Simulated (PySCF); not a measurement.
**Al2H, doublet in 6-31G: errors against full CI**

Geometry: a point of a stretch scan, not a stationary point.

| atom | x (Å) | y (Å) | z (Å) |
| --- | --- | --- | --- |
| Al | 0.0000 | 0.0000 | 0.4553 |
| Al | 0.0000 | 0.0000 | -2.2216 |
| H | 0.0000 | 0.0000 | 1.7663 |

Basis 6-31G; PySCF 2.14.0. Only valence electrons are correlated (noble-gas cores frozen), which leaves 7 electrons in 18 orbitals. Prefix R: restricted or restricted open-shell reference; prefix U: unrestricted.

Full CI is exact within this basis and frozen core; it isn't the basis-set limit. The frozen core follows each run's orbitals, which can shift R against U totals by a few meV.

```
UHF ⟨S²⟩                            : 1.016
⟨S²⟩ of the determinant under UCCSD : 0.764
T1 diagnostic (ROHF- or RHF-based CCSD)               : 0.0224
largest doubles amplitude (ROHF- or RHF-based CCSD)   : 0.080
T1 diagnostic (UCCSD)               : 0.0242
```

```
   level  E − E(RHF) (eV)
    RMP2          -1.4193
    UMP2          -1.4198
   RCCSD          -2.1075
   UCCSD          -2.1078
RCCSD(T)          -2.1573
UCCSD(T)          -2.1569
```

**Question.** Estimate how far full CI in 6-31G lies from RCCSD(T). The table doesn't fix it; the size of (T) and the diagnostics are the guide.

**Answer.** Full CI in 6-31G lies 2.9 kJ/mol below RCCSD(T), which is 59 % of the (T) step (-4.8 kJ/mol). The diagnostics give no warning, yet the rest is a sizeable part of (T).

The other levels:

| level | E − E(full CI) (kJ/mol) | share of correlation (%) | wall time |
| --- | --- | --- | --- |
| RCCSDT | 0.5 | 99.79 | 3.7 s |
| UCCSDT | 0.4 | 99.79 | 3.6 s |

The correlation energy at full CI, counted from RHF, is -2.187 eV. The search over symmetries took 94 s on 1 thread of Arm Neoverse V1, shared host; the state has 624,320 determinants.

Run but not shown, since their state, orbitals or frozen core can't be matched to the reference's or they repeat it: UHF.

Times are those of the correlated step on a shared host, with one SCF added for the restricted CCSD run; they ran on 1 thread of Arm Neoverse V1.

The full-CI state has the irrep B2 of C2v, in the program's axes (one component, if the state is degenerate).

Natural occupations of full CI about the gap: 1.970 1.940 1.874 0.981 0.058 0.058 0.051 0.023 0.015 0.008; effectively unpaired electrons, Σ n²(2−n)², 1.11.
